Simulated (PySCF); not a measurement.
Symmetry of computed structures. Method: CAM-B3LYP/def2-SVPD in PySCF (dipole) on a GFN2-xTB geometry, gas phase. The symmetry is that of the one conformer found, every atom within 0.08 Å of its image; none is proved a minimum here.

Task: Point group, rotor type and polarity of `[CH3:1][O:2][CH3:3]` with H–C1–O2–C3 -61° (nearest H), H–C3–O2–C1 61° (nearest H)?

Result: C2v; near-prolate asymmetric top; symmetry number 2; 4 operations, which sort the 9 atoms into 4 sets; dipole 1.37 D, along b, the twofold axis; heavy atoms equivalent by symmetry: C1/C3.

Task: `[O:1]=[CH:2]/[C:3]([SiH3:4])=[CH:5]\[Si:6]([F:7])([F:8])[F:9]` with O1–C2–C3–Si4 180°, H–Si4–C3–C2 -59° (nearest H): symmetry, top, dipole?

Result: Cs; near-prolate asymmetric top; symmetry number 1; 2 operations, which sort the 14 atoms into 12 sets; dipole 6.07 D, in the ab plane, which is the mirror; A, B, C = 2211, 678.2, 604.5 MHz.

Task: Point group, rotor type and polarity of `[O:1]=[S:2]1(=[O:3])[CH2:4][CH2:5][C@@H:6]1[F:7]` with O1–S2–C4–C5 -97°, S2–C4–C5–C6 -17°, C4–C5–C6–F7 136°, O1–S2–C6–C5 96°?

Result: C1; asymmetric top; symmetry number 1; this conformer is chiral (no improper operation); dipole 5.35 D.

Task: `[F:1][c:2]1[cH:3][c:4]([F:5])[c:6]([F:7])[c:8]([F:9])[cH:10]1`: symmetry, top, dipole?

Result: C2v; asymmetric top; symmetry number 2; 4 operations, which sort the 12 atoms into 8 sets; dipole 1.54 D, along a, the twofold axis; A, B, C = 1744, 1246, 726.9 MHz; heavy atoms equivalent by symmetry: C3/C10, C4/C8, F5/F9.
